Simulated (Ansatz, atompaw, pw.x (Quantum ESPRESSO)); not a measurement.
**pw.x on bcc Hf: one setting changed**

Potential: PAW, atompaw 4.2.0.5, PBEsol; core [Kr] 4d10 4f14, reference 5s2 5p6 5d2 6s1.75 6p0.25; waves: 5s (bound): rc 1.25 bohr; 6s (bound): rc 2.70 bohr; 5p (bound): rc 1.90 bohr; 6p (bound): rc 2.64 bohr; 5d (bound): rc 1.80 bohr; 5d channel at 0.15 Ry: rc 1.80 bohr; local part: troulliermartins scheme with l = 3 at 0 Ry, radius 2.70 bohr; core correction: smooth core density matched at 2.25 bohr; augmentation: besselshape compensation charge, radius 2.35 bohr; PAW radius 2.70 bohr; waves and projectors: custom rrkj vanderbiltortho.

The reference run (k-mesh 13³, cutoffs 70/700 Ry, Fermi–Dirac 0.01 Ry, mixing_beta 0.4, conv_thr 1e-9, no spin) gives 1.06 GPa at 21.370 Å³/atom, where all-electron LAPW gives 0.10 GPa. This run, with its own iteration cap, changes startingwfc to atomic.

```
&control
  calculation='scf', prefix='x', pseudo_dir='./', outdir='./tmp', tstress=.true., disk_io='none'
/
&system
  ibrav=0, nat=1, ntyp=1, ecutwfc=70, ecutrho=700, nbnd=14,
  occupations='smearing', smearing='fd', degauss=0.01
/
&electrons
  conv_thr=1e-09, mixing_beta=0.4, electron_maxstep=70, startingwfc='atomic'
/
ATOMIC_SPECIES
Hf 1.0 Hf.UPF
CELL_PARAMETERS angstrom
  -1.74816133 1.74816133 1.74816133
  1.74816133 -1.74816133 1.74816133
  1.74816133 1.74816133 -1.74816133
ATOMIC_POSITIONS crystal
Hf 0.0000 0.0000 0.0000
K_POINTS automatic
13 13 13 0 0 0
```

```bash
pw.x < Hf.scf.in > Hf.scf.out
```

How does the run end?

It converges in 9 iterations; the free energy moves by +0.0 meV/atom and the pressure by -0.01 GPa. The result is that of the reference run.

```
Message from routine setup:
     using ibrav=0 with symmetry is DISCOURAGED, use correct ibrav instead
     lattice parameter (alat)  =       5.7219  a.u.
     unit-cell volume          =     144.2119 (a.u.)^3
     number of electrons       =        12.00
     number of Kohn-Sham states=           14
     kinetic-energy cutoff     =      70.0000  Ry
     charge density cutoff     =     700.0000  Ry
     scf convergence threshold =      1.0E-09
     Exchange-correlation= SLA PW PSX PSC
     number of k points=    84  Fermi-Dirac smearing, width (Ry)=  0.0100
     iteration #  1     ecut=    70.00 Ry     beta= 0.40
     total energy              =    -687.12015875 Ry
     estimated scf accuracy    <       0.01881080 Ry
     iteration #  2     ecut=    70.00 Ry     beta= 0.40
     total energy              =    -687.11977757 Ry
     estimated scf accuracy    <       0.00320911 Ry
     iteration #  3     ecut=    70.00 Ry     beta= 0.40
     total energy              =    -687.12023382 Ry
     estimated scf accuracy    <       0.00012477 Ry
     [... 3 iterations left out ...]
     iteration #  7     ecut=    70.00 Ry     beta= 0.40
     total energy              =    -687.12025658 Ry
     estimated scf accuracy    <       0.00000001 Ry
     iteration #  8     ecut=    70.00 Ry     beta= 0.40
     total energy              =    -687.12025657 Ry
     estimated scf accuracy    <          6.6E-09 Ry
     iteration #  9     ecut=    70.00 Ry     beta= 0.40
     the Fermi energy is    14.5457 ev
!    total energy              =    -687.12025657 Ry
     estimated scf accuracy    <          1.1E-11 Ry
     smearing contrib. (-TS)   =      -0.00820722 Ry
     The total energy is F=E-TS. E is the sum of the following terms:
     one-electron contribution =     -14.43399120 Ry
     hartree contribution      =      15.48881437 Ry
     xc contribution           =     -12.99214650 Ry
     ewald contribution        =     -79.31622494 Ry
     one-center paw contrib.   =    -595.85850108 Ry
     convergence has been achieved in   9 iterations
          total   stress  (Ry/bohr**3)                   (kbar)     P=       10.58
     Message from routine punch:
     Nothing written, as per user request (disk_io='none')
```

The run took about 40 s on one core of a shared host (Intel(R) Xeon(R) Platinum 8259CL CPU @ 2.50GHz, 96 threads, 755 GiB, load 86).
